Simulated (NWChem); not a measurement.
## Worked example: vertical ionisation energy of C3H7 (methylethyl)

C3H7: 10 atoms, total charge 0, spin state doublet. As SMILES, `C[CH]C`. Geometry: relaxed at PBE0-D4/def2-TZVP.

Both states at this one shape; open shells run unrestricted unless said. 1 Eh = 27.2114 eV.

```
                           level  program  doublet C3H7 (Eh)  singlet [C3H7]+ (Eh)
                       UHF/3-21G   NWChem        -116.984874           -116.719225
                       UHF/6-31G   NWChem        -117.590854           -117.328321
UHF/6-31G* (spherical functions)   NWChem        -117.634597           -117.371859
```

Problem. Work out the vertical ionisation energy at each level.

Solution. 
1. UHF/3-21G: -116.719225 − (-116.984874) = 0.265649 Eh = 7.23 eV.
2. UHF/6-31G: -117.328321 − (-117.590854) = 0.262533 Eh = 7.14 eV.
3. UHF/6-31G* (spherical functions): -117.371859 − (-117.634597) = 0.262738 Eh = 7.15 eV.

No measured value is set beside it here; the levels span 7.14 to 7.23 eV.
